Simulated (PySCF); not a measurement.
Input of a run (PBE0-D3(BJ)/def2-TZVP geometry optimisation, gas phase (PySCF 2.14.0)), started from GFN2-xTB:
```
{"job": {"xc": "PBE0", "basis": "def2-TZVP", "d3": "d3bj", "grid": 2, "shake": 0.01, "kind": "geom"}, "charge": 0, "multiplicity": 1}
O      2.063200     2.099710    -0.147180
C      1.451390     1.067970    -0.076180
N      2.079070    -0.180870     0.018080
C      1.249570    -1.214650     0.096790
C     -0.050340    -0.726410     0.042630
C     -1.460480    -1.067290     0.067670
O     -2.031580    -2.127600     0.145440
N     -2.084140     0.183830    -0.034060
C     -1.218620     1.222230    -0.083510
C      0.044810     0.718000    -0.046410
H      3.093890    -0.274580     0.049550
H      1.563240    -2.231650     0.187350
H     -3.131430     0.281370    -0.051400
H     -1.575730     2.234840    -0.176530
```

Output (energies in Eh, forces in Eh/bohr):
```
step   0  E = -490.64288794  max force = 0.056627
step   1  E = -490.64583031  max force = 0.014828
step   2  E = -490.64556135  max force = 0.024330
step   3  E = -490.64781454  max force = 0.008656
step   4  E = -490.64811857  max force = 0.006917
step   5  E = -490.64859641  max force = 0.005650
step   6  E = -490.64879962  max force = 0.003735
step   7  E = -490.64887331  max force = 0.002169
step   8  E = -490.64895820  max force = 0.000534
step   9  E = -490.64896750  max force = 0.000396
optimisation converged
```

Q: Summarise the run.

A: The energy falls by 3.8 kcal/mol over 10 energy and gradient evaluations, the largest force component goes from 0.0566 to 4.0e-04 Eh/bohr, and the atoms move by 0.024 Å rms after alignment. The bond that changes most is N8–H13 (amide nitrogen to amide N–H hydrogen), which shortens by 0.047 Å. Bonds longer at the end by more than 0.005 Å: 7 of 15; shorter: 4. Among the angles that change most is N3–C4–H12, from 124.3° to 121.1°. The energy rose by more than 1e-6 Eh at step 2. The first step brought 48 % of the lowering.

Q: What are the final bond lengths?

A: O1=C2 1.206 Å, C2–N3 1.422 Å, N3–C4 1.369 Å, C4=C5 1.357 Å, C5–C6 1.457 Å, C6=O7 1.206 Å, C6–N8 1.421 Å, N8–C9 1.369 Å, C9=C10 1.357 Å, C2–C10 1.457 Å, C5–C10 1.435 Å, N3–H11 1.005 Å, C4–H12 1.081 Å, N8–H13 1.005 Å, C9–H14 1.081 Å. Numbering counts from 1 in the input's order; the species is DPP (`O=C1NC=C2C(=O)NC=C12`).

The run used 334 basis functions and 87 SCF cycles in all. On 2 threads of an AMD EPYC 7R43, shared host, this took 11 min wall, 26 min CPU and 2.1 GiB of memory at its peak.

PBE0-D3(BJ)/def2-TZVP frequencies: not computed here.
